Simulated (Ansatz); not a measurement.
# AlSiH (singlet): one geometry, many settings at a displaced geometry (v2)

What do other methods and options give for AlSiH (singlet) at this geometry, and how long do they take?

The runs use Ansatz 0.2.0, Gaussian basis; the settings change from run to run.

17 further runs of the same task are left out: 7 that didn't finish, 10 set aside as unsound or not needed.

### Step 1. The system

The geometry is a PBE0/def2-TZVP stationary point (not a proven minimum) with its atoms shifted at random (size 0.100 Å).

3 atoms, charge 0, spin multiplicity 1.

Atoms are counted from 1 here; the program's logs count them from 0.

Bond lengths: Si1–Al2 2.640 Å, Si1–H3 1.523 Å. Angles: Al2–Si1–H3 77.8°.

Geometry (Å):

```mol
AlHSi
  3D, bonds by distance, orders not assigned

  3  2  0  0  0  0  0  0  0  0999 V2000
    0.0809   -0.0696    1.2721 Si  0  0
   -0.0840    0.0191   -1.3616 Al  0  0
   -0.0073    1.4274    1.0044 H   0  0
  1  2  8  0
  1  3  8  0
M  END
```

### Step 2. HF/cc-pVDZ

The input, in.yaml:

```yaml
crystal:
  periodic: [false, false, false]
  atoms:
    - {symbol: Si, position_ang: [0.080919, -0.069607, 1.272070]}
    - {symbol: Al, position_ang: [-0.083955, 0.019133, -1.361637]}
    - {symbol: H, position_ang: [-0.007335, 1.427366, 1.004373]}
basis:
  gaussian: {orbitals: cc-pVDZ}
magnetization: {spin_polarized: false}
hamiltonian: {xc: hf}
accuracy: high
output: {forces: true, orbitals: {seedname: orbitals}}
```

The run is started by

```
> ansatz run in.yaml --threads 1 --pin off --events-out ev --progress --plain --max-ram 2393MiB
```

What it wrote:

```text
Functional definition: HF
  name "HF"
  cite "Fock, Z. Phys. 61, 126 (1930) doi:10.1007/BF01340294"
  parent pbe
  exchange = exact_x
  correlation = 0
846 factors; integrals over basis functions are off by at most 3.3e-9 eV
mean field evaluation 1: about -14455.7946 eV, gradient 1.2e1 eV
mean field evaluation 2: about -14455.7983 eV, gradient 1.2e1 eV
mean field evaluation 4: about -14457.0066 eV, gradient 1.4e0 eV
mean field evaluation 8: about -14457.0342 eV, gradient 2.3e-3 eV
mean field evaluation 16: about -14457.1472 eV, gradient 8.5e-1 eV
mean field evaluation 32: about -14457.7131 eV, gradient 1.4e0 eV
mean field evaluation 64: about -14435.3603 eV, gradient 1.7e1 eV
mean field -14458.13832866 eV, -531.3267835002 hartree, gradient 1.6e-8 eV, S^2 0.000000; 2 other end points of the search recorded, 0 dependent functions left out
the calculation of the forces begins
reference -14458.13832866 eV, -531.3267835002 hartree; 14, 14 occupied and 27, 27 virtual orbitals, 846 factors
Total energy: -14458.13832866 eV, -531.3267835002 hartree
Atom 0 at     0.080919    -0.069607     1.272070 Å, force     0.019233    -0.268578     0.103758 eV/Å
Atom 1 at    -0.083955     0.019133    -1.361637 Å, force    -0.008075    -0.082016    -0.197038 eV/Å
Atom 2 at    -0.007335     1.427366     1.004373 Å, force    -0.011157     0.350594     0.093280 eV/Å
Dipole moment:    -0.007269    -0.037161    -0.148475 e Å
```

Run time: 0.97 s. Hardware: 1 thread of AMD EPYC 7B13, shared host.

### Step 3. BCCD(T) on UHF/cc-pVDZ

Changes to in.yaml since step 2:

```diff
@@ -8,5 +8,3 @@
   gaussian: {orbitals: cc-pVDZ}
-magnetization: {spin_polarized: false}
-hamiltonian: {xc: hf}
-accuracy: high
-output: {forces: true, orbitals: {seedname: orbitals}}
+magnetization: {spin_polarized: true, initial_magnetization: 0}
+correlation: {method: bccd_t, electrons: valence}
```

Same command.

What it wrote, cut to the lines that bear on the results:

```text
Functional definition: HF
  name "HF"
  cite "Fock, Z. Phys. 61, 126 (1930) doi:10.1007/BF01340294"
  parent pbe
[...]
411 factors; integrals over basis functions are off by at most 1.3e-3 eV
[...]
mean field -14458.83452437 eV, -531.3523682206 hartree, gradient 2.6e-6 eV, S^2 1.135640; 31 other end points of the search recorded, 0 dependent functions left out
determinant -14458.83452437 eV, -531.3523682206 hartree, with singles and doubles -14462.78679506 eV, -531.4976114894 hartree
determinant -14458.72924807 eV, -531.3484993881 hartree, with singles and doubles -14462.76071670 eV, -531.4966531275 hartree
determinant -14457.64380401 eV, -531.3086100543 hartree, with singles and doubles -14461.82100632 eV, -531.4621194078 hartree
determinant -14457.52466134 eV, -531.3042316421 hartree, with singles and doubles -14462.01279767 eV, -531.4691676100 hartree
[...]
determinant -14458.83452437 eV, -531.3523682206 hartree, with singles and doubles -14462.78987226 eV, -531.4977245745 hartree
determinant -14458.72924807 eV, -531.3484993881 hartree, with singles and doubles -14462.76491122 eV, -531.4968072732 hartree
10 core orbitals not correlated: weight in the atoms' cores, before any rotation towards them, 1.000 or more for the frozen orbitals, at most 0.000 for the correlated occupied ones
reference -14458.83452437 eV, -531.3523682206 hartree; 4, 4 occupied and 27, 27 virtual orbitals, 411 factors
second order -2.87351184 eV of doubles, -0.00000000 eV of singles
cycle   1  -3.95743468 eV  change   -2.1e-3 eV  update   1.4e-2
[...]
cycle  16  -3.94859386 eV  change    3.1e-6 eV  update   6.3e-6
perturbative correction -0.17310112 eV, -0.0063613489 hartree
WARN: the results are in doubt because among natural orbitals full CI differs from the method by +0.271 eV
Total energy: -14462.95621936 eV, -531.5038377175 hartree
In doubt: among natural orbitals full CI differs from the method by +0.271 eV
```

It took 11 s on 1 thread of AMD EPYC 7B13, shared host.

From the report: ⟨S²⟩ of the determinant 1.136 (pure singlet: 0.00); correlation -4.1217 eV; largest double amplitude 0.09. The determinant is far from a pure spin state, so its energy mixes those of several spin states (harmless only where they are near-degenerate, as at dissociation). Mind the lines of doubt at the end of the log.

### Step 4. BCCD on RHF/cc-pVDZ

Changes to in.yaml since step 3:

```diff
@@ -8,3 +8,4 @@
   gaussian: {orbitals: cc-pVDZ}
-magnetization: {spin_polarized: true, initial_magnetization: 0}
-correlation: {method: bccd_t, electrons: valence}
+magnetization: {spin_polarized: false}
+correlation: {method: bccd, electrons: outside_noble_gas}
+output: {forces: true}
```

Launched as before.

What it wrote, cut to the lines that bear on the results:

```text
Functional definition: HF
  name "HF"
  cite "Fock, Z. Phys. 61, 126 (1930) doi:10.1007/BF01340294"
  parent pbe
[...]
411 factors; integrals over basis functions are off by at most 1.3e-3 eV
[...]
mean field -14458.13831462 eV, -531.3267829841 hartree, gradient 1.7e-6 eV, S^2 0.000000; 9 other end points of the search recorded, 0 dependent functions left out; unrestricted orbitals would lower it
determinant -14458.13831462 eV, -531.3267829841 hartree, with singles and doubles -14462.55836329 eV, -531.4892167767 hartree
determinant -14457.03416565 eV, -531.2862062579 hartree, with singles and doubles -14461.98645304 eV, -531.4681994626 hartree
10 core orbitals not correlated: weight in the atoms' cores, before any rotation towards them, 1.000 or more for the frozen orbitals, at most 0.000 for the correlated occupied ones
reference -14458.13831462 eV, -531.3267829841 hartree; 4, 4 occupied and 27, 27 virtual orbitals, 411 factors
second order -3.33218615 eV of doubles, -0.00000000 eV of singles
cycle   1  -4.41618733 eV  change    3.9e-3 eV  update   4.6e-3
[...]
cycle  14  -4.41578147 eV  change   -1.4e-7 eV  update   3.3e-7
[...]
Total energy: -14462.55409608 eV, -531.4890599598 hartree
Atom 0 at     0.080919    -0.069607     1.272070 Å, force     0.031034    -0.404694     0.190025 eV/Å
Atom 1 at    -0.083955     0.019133    -1.361637 Å, force    -0.009496    -0.034344    -0.182772 eV/Å
Atom 2 at    -0.007335     1.427366     1.004373 Å, force    -0.021538     0.439038    -0.007253 eV/Å
Dipole moment:    -0.007207    -0.035616    -0.146241 e Å
```

Run time: 1.5 s. Hardware: 1 thread of AMD EPYC 7B13, shared host.

From the report: correlation -4.4158 eV; largest double amplitude 0.10.

### Step 5. CCSD on RHF/def2-SVPD

Changes to in.yaml since step 4:

```diff
@@ -7,5 +7,6 @@
 basis:
-  gaussian: {orbitals: cc-pVDZ}
+  gaussian: {orbitals: def2-SVPD}
 magnetization: {spin_polarized: false}
-correlation: {method: bccd, electrons: outside_noble_gas}
+hamiltonian: {pseudopotentials: {relativity: scalar}}
+correlation: {method: ccsd, electrons: outside_noble_gas}
 output: {forces: true}
```

Launched as before.

What it wrote, cut to the lines that bear on the results:

```text
Functional definition: HF
  name "HF"
  cite "Fock, Z. Phys. 61, 126 (1930) doi:10.1007/BF01340294"
  parent pbe
[...]
523 factors; integrals over basis functions are off by at most 9.7e-4 eV
[...]
mean field -14479.07087832 eV, -532.0960405115 hartree, gradient 1.4e-6 eV, S^2 0.000000; 7 other end points of the search recorded, 0 dependent functions left out; unrestricted orbitals would lower it
determinant -14479.07087832 eV, -532.0960405115 hartree, with singles and doubles -14483.59955117 eV, -532.2624661693 hartree
determinant -14477.87107048 eV, -532.0519483866 hartree, with singles and doubles -14482.98411977 eV, -532.2398494822 hartree
10 core orbitals not correlated: weight in the atoms' cores, before any rotation towards them, 1.000 or more for the frozen orbitals, at most 0.000 for the correlated occupied ones
reference -14479.07087832 eV, -532.0960405115 hartree; 4, 4 occupied and 42, 42 virtual orbitals, 523 factors
second order -3.44201179 eV of doubles, -0.00000000 eV of singles
cycle   1  -4.50218348 eV  change   -7.9e-2 eV  update   2.0e-2
[...]
cycle  15  -4.51002726 eV  change    1.8e-8 eV  update   2.8e-7
[...]
Total energy: -14483.58090558 eV, -532.2617809563 hartree
Relativity: scalar
Atom 0 at     0.080919    -0.069607     1.272070 Å, force     0.014853    -0.282207     0.021211 eV/Å
Atom 1 at    -0.083955     0.019133    -1.361637 Å, force    -0.000327    -0.040870    -0.037569 eV/Å
Atom 2 at    -0.007335     1.427366     1.004373 Å, force    -0.014526     0.323077     0.016358 eV/Å
Dipole moment:    -0.007165    -0.050512    -0.157296 e Å
```

It took 2.7 s on 1 thread of AMD EPYC 7B13, shared host.

From the report: correlation -4.5100 eV; T1 0.019; largest double amplitude 0.10.

### Step 6. CASSCF(8,6)/cc-pVDZ

The input, in.yaml:

```yaml
crystal:
  periodic: [false, false, false]
  atoms:
    - {symbol: Si, position_ang: [0.080919, -0.069607, 1.272070]}
    - {symbol: Al, position_ang: [-0.083955, 0.019133, -1.361637]}
    - {symbol: H, position_ang: [-0.007335, 1.427366, 1.004373]}
basis:
  gaussian: {orbitals: cc-pVDZ}
correlation: {active_space: {window: {electrons: 8, orbitals: 6}}}
scf: {lower_state_search: off}
```

Launched as before.

What it wrote:

```text
Functional definition: HF
  name "HF"
  cite "Fock, Z. Phys. 61, 126 (1930) doi:10.1007/BF01340294"
  parent pbe
  exchange = exact_x
  correlation = 0
these checks for a lower state are left out or cut short: stability, starts, cluster_reference, orbital_swaps, neighbouring_geometries, increment
411 factors; integrals over basis functions are off by at most 1.3e-3 eV
mean field evaluation 1: about -14455.7952 eV, gradient 1.2e1 eV
mean field evaluation 2: about -14455.7979 eV, gradient 1.2e1 eV
mean field evaluation 4: about -14457.0063 eV, gradient 1.4e0 eV
mean field evaluation 8: about -14457.0342 eV, gradient 2.2e-3 eV
mean field -14457.03416565 eV, -531.2862062579 hartree, gradient 2.5e-6 eV, S^2 0.000000; 0 other end points of the search recorded, 0 dependent functions left out
reference -14457.03416565 eV, -531.2862062579 hartree; 14, 14 occupied and 27, 27 virtual orbitals, 411 factors
state -14458.93972698 eV, -531.3562343453 hartree
Total energy: -14458.93972698 eV, -531.3562343453 hartree
Checks for a lower state left out: stability, starts, cluster_reference, orbital_swaps, neighbouring_geometries, increment
```

Run time: 0.87 s. Hardware: 1 thread of AMD EPYC 7B13, shared host.

From the report: 225 determinants; active occupations 2.00, 2.00, 1.98, 1.91, 0.07, 0.03.

### Step 7. CCSD(T)/6-31++G**

Changes to in.yaml since step 6:

```diff
@@ -7,4 +7,6 @@
 basis:
-  gaussian: {orbitals: cc-pVDZ}
-correlation: {active_space: {window: {electrons: 8, orbitals: 6}}}
-scf: {lower_state_search: off}
+  gaussian: {orbitals: "6-31++G**"}
+magnetization: {spin_polarized: true, initial_magnetization: 0}
+hamiltonian: {xc: {name: B3LYP}}
+correlation: {method: ccsd_t, electrons: valence}
+accuracy: high
```

The command is unchanged.

What it wrote, cut to the lines that bear on the results:

```text
Functional definition: B3LYP
  name "B3LYP"
  cite "Stephens, Devlin, Chabalowski & Frisch, J. Phys. Chem. 98, 11623 (1994) doi:10.1021/j100096a001"
  cite "Becke, Phys. Rev. A 38, 3098 (1988) doi:10.1103/PhysRevA.38.3098"
  cite "Lee, Yang & Parr, Phys. Rev. B 37, 785 (1988) doi:10.1103/PhysRevB.37.785"
  cite "Vosko, Wilk & Nusair, Can. J. Phys. 58, 1200 (1980) doi:10.1139/p80-159"
[...]
914 factors; integrals over basis functions are off by at most 4.0e-9 eV
[...]
mean field -14488.20431672 eV, -532.4316881820 hartree, gradient 3.0e-8 eV, S^2 0.963664; 15 other end points of the search recorded, 0 dependent functions left out
10 core orbitals not correlated: weight in the atoms' cores, before any rotation towards them, 1.000 or more for the frozen orbitals, at most 0.000 for the correlated occupied ones
reference -14457.44705299 eV, -531.3013795878 hartree; 4, 4 occupied and 38, 38 virtual orbitals, 914 factors
second order -3.11577064 eV of doubles, -0.18510436 eV of singles
cycle   1  -3.76623767 eV  change   -4.7e-1 eV  update   7.7e-2
[...]
cycle  41  -4.04813542 eV  change   5.2e-11 eV  update  8.6e-10
perturbative correction -0.17503815 eV, -0.0064325333 hartree
WARN: the results are in doubt because among natural orbitals full CI differs from the method by +0.325 eV
Total energy: -14461.67022656 eV, -531.4565783538 hartree
In doubt: among natural orbitals full CI differs from the method by +0.325 eV
```

It took 39 s on 1 thread of AMD EPYC 7B13, shared host.

From the report: ⟨S²⟩ of the determinant 0.964 (pure singlet: 0.00); correlation -4.2232 eV; T1 0.019; largest double amplitude 0.11. The determinant is far from a pure spin state, so its energy mixes those of several spin states (harmless only where they are near-degenerate, as at dissociation). The orbitals are Kohn-Sham ones, so correlation energy and T1 don't compare with those on Hartree-Fock orbitals. Mind the lines of doubt at the end of the log.

### Step 8. All runs side by side

 † marks a result that the program doubts.

```csv
level,correlated,functions,energy (eV),time
HF/cc-pVDZ,,41,-14458.1383,0.97 s
BCCD(T) on UHF/cc-pVDZ †,valence,41,-14462.9562,11 s
BCCD on RHF/cc-pVDZ,outside noble gas,41,-14462.5541,1.5 s
CCSD on RHF/def2-SVPD (relativity set),outside noble gas,56,-14483.5809,2.7 s
"CASSCF(8,6)/cc-pVDZ",,41,-14458.9397,0.87 s
CCSD(T)/6-31++G** (on B3LYP orbitals) †,valence,52,-14461.6702,39 s
```

### Step 9. Summary of results

| quantity | value |
| --- | --- |
| runs | 6 |
| quickest | CASSCF(8,6)/cc-pVDZ, 0.87 s |
| slowest | CCSD(T)/6-31++G** (on B3LYP orbitals) †, 39 s |

In words: Total energies in different bases, with other cores or another treatment of relativity can't be set against each other. CCSD(T)/6-31++G** (on B3LYP orbitals) † took 44 times as long as CASSCF(8,6)/cc-pVDZ; the jobs differ in more than the method.
